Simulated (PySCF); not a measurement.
# Calculated NMR parameters of ethyl cyanide

* Formula: C3H5N
* SMILES: CCC#N
* Point group of the computed structure: Cs
* Degrees of unsaturation: 2
* Carbon signals: 3
* Proton signals: 2

Atom-mapped SMILES (the numbers label the heavy atoms): `[CH3:1][CH2:2][C:3]#[N:4]` (H(Xn): hydrogen on atom n).

Theoretical values (PySCF 2.14): coordinates at the PBE0-D3(BJ)/def2-SVP level, PBE/pcSseg-2 with gauge-including orbitals, J couplings at B3LYP/pcJ-1. Single conformer, non-relativistic Hamiltonian, rapidly exchanging positions averaged, no solvent.

Scale: 1H, 13C vs TMS; 15N against NH3 (reference shieldings calculated alike).

| carbon | δC, type | δH (multiplicity, J in Hz) | HMBC from (abs. J ≥ 3 Hz) | span of the C tensor (ppm) |
| --- | --- | --- | --- | --- |
| C1 | 13.1, CH3 | 1.16 (t, 8.7) | H(C2) | 25 |
| C2 | 13.8, CH2 | 2.22 (q, 8.7) | H(C1) | 25 |
| C3 | 124.6, C | – | H(C2), H(C1) | 357 |

Other nuclei:
```json
{"atoms": "N4", "nucleus": "15N", "environment": "nitrile nitrogen", "δ (ppm)": "294.1", "σ (ppm)": "-33.1"}
```

Selected couplings (Hz, signed; the shortest-range and largest first, 30 at most; isotopes 13C, 1H, 15N): 1J(C2,H(C2)) 138.8, 1J(C1,H(C1)) 137.4, 1J(C2,C3) 66.1, 1J(C1,C2) 37.5, 1J(C3,N4) -18.6, 2J(C2,N4) 3.4, 2J(C1,C3) -2.8, 3J(H(C1),H(C2)) 8.7, 3J(N4,H(C2)) -1.6.

Carbon types of the structure: 1 × C, 1 × CH2, 1 × CH3, which accounts for all hydrogens. δC 124.6: nitrile carbon; this is the usual window of a C≡N carbon, which has no attached hydrogen. δC 13.8: sp3 CH2 α to a nitrile; a saturated carbon with 2 carbon neighbours and no heteroatom attached. δC 13.1: methyl carbon; a saturated carbon with 1 carbon neighbour and no heteroatom attached. δH 2.22: hydrogen on an sp3 CH2 α to a nitrile. δH 1.16: hydrogen on a methyl carbon. The protons at 1.16 and 2.22 share a coupling of 8.7 Hz (vicinal).

Splittings below 1 Hz are ignored in the labels, and close J values are merged. Unscaled 3J(H,H) at this level run about 10 % above measured values. Shifts are as computed, not scaled to solution data. Of 1211 compounds with measured shifts, 218 miss one by over three times the rms of a fit or turn the order of signals round; such compounds aren't used in these exercises. Experimental scales use liquid or dissolved standards, which lie at an offset from isolated NH3 (liquid NH3: subtract about 20 ppm). Unscaled 15N shifts of sp2 nitrogen come out 20 to 40 ppm too high even then.
